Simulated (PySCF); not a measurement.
A family of related molecules: H3E-E'H3. Isolated molecules, 0 K electronic values unless said otherwise. Strings in code marks are SMILES.

B3LYP has the VWN-RPA correlation part, as in Gaussian. Excitations are Tamm–Dancoff values on a coarser integration grid. The basis has no diffuse functions, so Rydberg states are missing or too high.

A: `[GeH3][SnH3]`
B: `[CH3][SnH3]`
C: `CC`
D: `[NH3+][GaH3-]`
E: `[GeH3][GeH3]`
F: `[CH3][GeH3]`

Task: Order them by HOMO (lowest first) at the level B3LYP-D3(BJ)/def2-TZVP run with PySCF.

Result: C (-9.41 eV), F (-8.66 eV), B (-8.15 eV), E (-7.98 eV), A (-7.72 eV), D (-7.31 eV)
